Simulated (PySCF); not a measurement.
Computed with PBE0-D4/def2-TZVP (PySCF). Gas-phase values, no solvent. Excitations are Tamm–Dancoff values on a coarser integration grid. The basis has no diffuse functions, so Rydberg states are missing or too high.

Reference species (SMILES): `ClC(Cl)Cl` (neutral, multiplicity 1).

```yaml
HOMO–LUMO gap: 8.09 eV
T1 excitation (TDA): 5.83 eV
```

Changed species: `ClC(Cl)(Cl)Cl` (0 of 4 Cl replaced by H; the reference has 1 of 4 Cl replaced by H).

Question: What does the change do to the HOMO–LUMO gap and T1 excitation (TDA)?

Answer: the HOMO–LUMO gap falls by 0.48 eV, to 7.61 eV; the T1 excitation (TDA) falls by 0.37 eV, to 5.46 eV.
